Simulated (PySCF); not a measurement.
Compound: P2F4.
Structure used (PBE0-D3(BJ)/def2-SVP), in Å, numbered top down from 1:
```
atom  x, y, z in Å
F1     1.708   -0.784   -0.785
P2     1.037    0.462   -0.006
F3     1.362    0.017    1.512
P4    -1.038   -0.461    0.002
F5    -1.712    0.787    0.775
F6    -1.359   -0.019   -1.519
```

The calculation used core-valence-separated Tamm–Dancoff BHandHLYP/aug-pcX-1 (def2-SVPD on P) in PySCF, non-relativistic, gas phase, PBE0-D3(BJ)/def2-SVP geometry. The energies are unshifted.

Problem. What does the F 1s absorption edge look like?

Solution. 
| E (eV) | f | core hole on | main final orbital |
| --- | --- | --- | --- |
| 684.31 | 0.0868 | F1/F3/F5/F6 | LUMO+1 (4 roots, f summed) |
| 685.17 | 0.0383 | F1/F3/F5/F6 | LUMO (4 roots, f summed) |
| 687.31 | 0.0380 | F1/F3/F5/F6 | LUMO+2 (4 roots, f summed) |
| 687.79 | 0.0455 | F1/F3/F5/F6 | LUMO+5 (4 roots, f summed) |

The first line with a tenth or more of the strongest one's intensity is at 684.31 eV (f = 0.087, sum of 4), with the hole on F1/F3/F5/F6 (phosphorus-bound fluorine). It is also the strongest listed.

Roots within 0.03 eV whose holes lie on the same, on equivalent or on shared atoms are summed into one line, and the highest roots are left out, as the search may have cut off their partners. Final orbitals are the ground state's empty Kohn–Sham orbitals.

Only the lowest roots of each edge were sought.

One conformer stands for the species.
